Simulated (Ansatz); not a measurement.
# What a trial cell of W2I relaxes into

Computed with Ansatz, DFT PBE, scalar-relativistic, plane waves, PAW. Cutoff 420 eV, Γ-centred k mesh, Gaussian smearing, no spin polarisation in the final step.

The start puts W2I on the fluorite structure type (Fm-3m, No. 225), with I in place of Ca, W in place of F, at a guessed volume.

```
CELL_PARAMETERS angstrom
0.00000 3.31652 3.31652
3.31652 0.00000 3.31652
3.31652 3.31652 0.00000
ATOMIC_POSITIONS crystal
W 0.25000 0.25000 0.25000
W 0.75000 0.75000 0.75000
I 0.00000 0.00000 0.00000
```

Cell and atoms relax at zero pressure; the relaxation can't lower the symmetry of the start. After a coarse first stage the cell is made exact in the group found at 0.06 Å.

The zero of energy is the elements' standard structures at the same level; no fitted shifts are applied.

Problem. Which crystal results?

Solution. It keeps Fm-3m (No. 225). The result has the fluorite structure. Conventional cell: a = 6.256 Å. Around W lie 4 I at 2.71 Å and 6 W at 3.13 Å; I has 8 W at 2.71 Å.

Space group Fm-3m (No. 225). a = 6.256 Å, b = 6.256 Å, c = 6.256 Å, α = 90.00°, β = 90.00°, γ = 90.00°
| atom | site | symmetry | x | y | z |
| --- | --- | --- | --- | --- | --- |
| W | 8c | -43m | 0.2500 | 0.7500 | 0.7500 |
| I | 4a | m-3m | 0.0000 | 0.0000 | 0.0000 |

Problem. What are its volume, energy, density and gap?

Solution. The volume per atom is 20.40 Å³. The density is 13.42 g/cm³, the energy over the elements is 2.23 eV/atom and the gap on the 14×14×14 mesh is 0 eV (a metal).

The final run used a 14×14×14 mesh on its 3-atom cell and 0.10 eV smearing. For metals, differences of a few meV/atom aren't resolved. Spin–orbit coupling is left out. Symmetry constrained the relaxation, so the result can be a saddle point.

Cost: 4 runs of about 1.6 core-minutes in all, on Intel Xeon Platinum 8259CL (Skylake/Cascade Lake) (shared hosts).